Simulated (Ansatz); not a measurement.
We consider 1T (CdI2-type) HfS₂, described by PBE (Ansatz, a program for electronic structure, plane waves, PAW).

Run with plane-wave cutoff 500 eV, 12×12×6 k mesh (along the axes of the cell as run), gaussian smearing 0.02 eV, scalar-relativistic PAW data made under PBE.

Computed at the level's own relaxed cell.

Q: Predict the equilibrium volume per atom, equilibrium lattice constant a and lattice parameter c.

A: 
- equilibrium volume per atom = 26.41 Å³/atom
- equilibrium lattice constant a = 3.651 Å
- lattice parameter c = 6.862 Å

Measured, for comparison: lattice constant a 3.635 Å (temperature not stated, no zero-point or thermal correction; as tabulated in Björkman (2014), arXiv:1406.2436); lattice parameter c 5.83 Å (temperature not stated, zero-point anharmonic expansion removed (computed with revB86b-DF2); no thermal correction; as tabulated in Björkman (2014), arXiv:1406.2436). Computed (rounded) less measured: lattice constant a +0.4 %, lattice parameter c +17.7 %.

Note: the cell comes from a level without a dispersion term, which matters for the spacing of layers, chains or molecules; the cell has widely spaced layers and the level no dispersion term, so their spacing and the moduli can rest on weak binding.

Spin–orbit coupling is not included.

The computed numbers hold no vibrational or temperature effects.

It cost very roughly 3 core-minutes of CPU time.
